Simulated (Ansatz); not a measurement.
Input file for Ansatz (a quantum-chemistry and plane-wave program): R-BHLYP/def2-TZVPPD on HCl (SMILES Cl). Files ending in .json are basis or fitting sets from the Basis Set Exchange.

Ansatz 0.2 input:
```yaml
crystal:
  periodic: [false, false, false]
  atoms:
    - {symbol: Cl, position_ang: [2.13960800, 0.03729800, -0.00013800]}
    - {symbol: H, position_ang: [0.97700200, -0.51405400, 0.00007200]}
basis:
  gaussian:
    orbitals: def2-TZVPPD.json
hamiltonian:
  xc: {name: BHLYP}
scf: {lower_state_search: off}
```

It printed:

```
WARN ansatz: RAYON_NUM_THREADS=1 ignored (pool sized by the plan → 1); use --threads N
Functional definition: BHLYP
these checks for a lower state are left out or cut short: stability, starts, cluster_reference, orbital_swaps, neighbouring_geometries, increment
integrals: 0.01 GiB planned
414 factors; their error is unknown
mean field: 0.12 GiB planned
mean field evaluation 1: about -12539.1689 eV, gradient 9.4e0 eV
mean field evaluation 2: about -12539.3251 eV, gradient 7.1e0 eV
mean field evaluation 4: about -12539.4217 eV, gradient 1.7e-1 eV
mean field evaluation 8: about -12539.4992 eV, gradient 1.2e-3 eV
mean field -12539.49917339 eV, -460.8180950442 hartree, gradient 5.1e-6 eV, S^2 0.000000; 0 other end points of the search recorded, 0 dependent functions left out
reference -12539.49930620 eV, -460.8180999249 hartree; 9, 9 occupied and 59, 59 virtual orbitals, 414 factors
Total energy: -12539.49930620 eV, -460.8180999249 hartree
Checks for a lower state left out: stability, starts, cluster_reference, orbital_swaps, neighbouring_geometries, increment
```

The calculation finished and met its thresholds.

Cost: about 0.4 core-seconds (a rough figure).
